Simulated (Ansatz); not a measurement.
**Cost against result**

The pair of CH5N (SMILES CN, atoms 1–7) and CH4 (SMILES C, atoms 8–12), both closed shells, in one local arrangement (a lower one may exist), relaxed at PBE0-D4/def2-TZVP:

C1  (0.431, -0.051, -1.609)
N2  (-0.912, 0.355, -1.230)
H3  (0.611, -0.127, -2.691)
H4  (0.655, -1.023, -1.163)
H5  (1.153, 0.659, -1.198)
H6  (-1.598, -0.295, -1.592)
H7  (-1.134, 1.263, -1.616)
C8  (0.157, -0.155, 2.217)
H9  (1.203, 0.150, 2.159)
H10  (-0.349, 0.082, 1.280)
H11  (-0.325, 0.372, 3.041)
H12  (0.107, -1.229, 2.402)
(Å)

Interaction energies are counterpoise-corrected; the time is that of the whole pair.

Computed with Ansatz 0.2.0 (basis: as named in each row); correlated methods freeze the cores. B3LYP uses VWN-RPA correlation. Extrapolation: Hartree–Fock as exp(−7.88 √X), correlation as X^−2.97.

Times are rough, for one single point on 4 threads of a shared host (Arm Neoverse V1).

The estimate by CCSD(T) at an estimated basis limit (MP2 extrapolated from triple and quadruple zeta, plus CCSD(T) − MP2 in triple zeta) is -1.11 kcal/mol.

```
   method        basis  time (s)  interaction energy (kcal/mol)  method less estimate
       HF       STO-3G   under 1                           0.25                  1.37
   PBE-D4       STO-3G   under 1                          -1.40                 -0.29
    SPW92     def2-SVP   under 1                          -2.39                 -1.28
 B3LYP-D4        6-31G   under 1                          -1.45                 -0.33
   PBE-D4     def2-SVP   under 1                          -1.56                 -0.44
  PBE0-D4     def2-SVP   under 1                          -1.44                 -0.33
   PBE-D4  def2-TZVPPD         2                          -1.43                 -0.31
revPBE-D4  def2-TZVPPD         2                          -1.12                  0.00
  BLYP-D4  def2-TZVPPD         2                          -0.97                  0.15
  CCSD(T)     def2-SVP         2                          -0.34                  0.77
  PBE0-D4  def2-TZVPPD         2                          -1.30                 -0.18
 HSE06-D4  def2-TZVPPD         2                          -1.30                 -0.18
 B3LYP-D4  def2-TZVPPD         2                          -1.09                  0.02
  wB97M-V     def2-SVP         2                          -1.13                 -0.01
r2SCAN-D4  def2-TZVPPD         3                          -1.01                  0.10
   B2PLYP  def2-TZVPPD         5                          -0.42                  0.70
  wB97X-V  def2-TZVPPD         6                          -1.10                  0.02
  wB97M-V  def2-TZVPPD         7                          -1.07                  0.04
   B97M-V  def2-TZVPPD         8                          -1.11                  0.00
      MP2  def2-QZVPPD        22                          -1.03                  0.08
  CCSD(T)  def2-TZVPPD       130                          -0.97                  0.14
```

The T1 diagnostic stays at or below 0.009.
